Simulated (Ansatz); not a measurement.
# H3S+ (triplet): the correlation ladder at distance S1–H3 = 1.694 Å, cc-pVDZ

Aim: climb from Hartree-Fock through coupled cluster and multireference methods for H3S+ (triplet) at one geometry and basis, and see what each rung misses.

Program: Ansatz 0.2.0, Gaussian basis. Level of theory: cc-pVDZ, core rule «outside noble gas», up to 5 orbitals frozen. These are calculated values, not measurements.

Plan: UHF; CCSD(T) on ROHF; CCSD(T) on UHF; BCCD(T) on ROHF; CISD; CCSDT(Q) on ROHF; CCSDT(Q) on UHF; CASSCF and MRCISD+Q, 4 electrons in 4 orbitals; CASSCF and NEVPT2, 4 electrons in 4 orbitals; CASSCF and MRCISD+Q, 8 electrons in 7 orbitals; CASSCF and NEVPT2, 8 electrons in 7 orbitals.

23 further runs of the same task are left out: 1 for a mislabelled method, 16 that didn't finish, 6 set aside as unsound or not needed.

### Step 1. The system

The geometry derives from a PBE0/def2-TZVP stationary point (not a proven minimum). One bond is set to the value named and the two fragments are kept rigid.

4 atoms, charge 1, spin multiplicity 3.

Atoms are counted from 1 here; the program's logs count them from 0.

Bond lengths: S1–H2 1.357 Å, S1–H4 1.520 Å. Angles: H2–S1–H4 89.9°.

As a file:

```
atom   x (Å)    y (Å)    z (Å)
  S1  0.0000  -0.0391  -0.0050
  H2  0.0000   1.3184  -0.0050
  H3  0.0000  -0.0370   1.6890
  H4  0.0000  -0.0372  -1.5251
```

### Step 2. UHF

Contents of in.yaml:

```yaml
crystal:
  periodic: [false, false, false]
  atoms:
    - {symbol: S, position_ang: [0.000000, -0.039110, -0.004995]}
    - {symbol: H, position_ang: [0.000000, 1.318370, -0.004995]}
    - {symbol: H, position_ang: [0.000000, -0.036981, 1.689004]}
    - {symbol: H, position_ang: [0.000000, -0.037199, -1.525122]}
basis:
  gaussian: {orbitals: cc-pVDZ}
total_charge: 1
magnetization: {spin_polarized: true, initial_magnetization: 2}
hamiltonian: {xc: hf}
output: {orbitals: {seedname: orbitals}}
```

The run is started by

```console
$ ansatz run in.yaml --threads 1 --pin off --events-out ev --progress --plain --max-ram 2393MiB
```

The runs that follow: CCSD(T) on ROHF; CCSD(T) on UHF; BCCD(T) on ROHF; CISD; CCSDT(Q) on ROHF; CCSDT(Q) on UHF; CASSCF and MRCISD+Q, 4 electrons in 4 orbitals; CASSCF and NEVPT2, 4 electrons in 4 orbitals; CASSCF and MRCISD+Q, 8 electrons in 7 orbitals; CASSCF and NEVPT2, 8 electrons in 7 orbitals.

Q: Predict the results of all the runs planned. Wanted: UCCSDT(Q) below the RHF energy; RMP2 from UCCSDT(Q); UMP2 from UCCSDT(Q); RCCSD from UCCSDT(Q); RCCSD(T) from UCCSDT(Q); UCCSD(T) from UCCSDT(Q); RCCSDT(Q) from UCCSDT(Q); NEVPT2 pair from UCCSDT(Q); NEVPT2 valence from UCCSDT(Q).

**Answer**, as computed:

```
                         quantity                                                                     value
   UCCSDT(Q) below the RHF energy                                                                -4.6523 eV
              RMP2 from UCCSDT(Q)                                                                +921.7 meV
              UMP2 from UCCSDT(Q)                                                                +949.9 meV
             RCCSD from UCCSDT(Q)                                                                +134.1 meV
          RCCSD(T) from UCCSDT(Q)                                                                 +27.6 meV
          UCCSD(T) from UCCSDT(Q)                                                                 +27.4 meV
         RCCSDT(Q) from UCCSDT(Q)                                                                  +0.3 meV
       NEVPT2 pair from UCCSDT(Q)                                                                +690.5 meV
    NEVPT2 valence from UCCSDT(Q)                                                                +685.8 meV
  MRCISD+Q valence from UCCSDT(Q)                                                                  -7.0 meV
levels within 1 kcal/mol (43 meV)  RCCSD(T), UCCSD(T), BCCD(T), RCCSDT, UCCSDT, RCCSDT(Q), MRCISD+Q valence
                    T1 diagnostic                                                                     0.034
   effectively unpaired electrons                                                                      2.02
```

**Reading.** RCCSD(T) lands +27.6 meV from the yardstick (0.6 % of the correlation energy). One determinant dominates. Of the multireference levels listed MRCISD+Q valence comes nearest in total energy (-7.0 meV), which doesn't show that its space is the better one. These misses are within one basis, not against nature; the frozen cores of restricted and unrestricted runs differ, which can shift their rows.
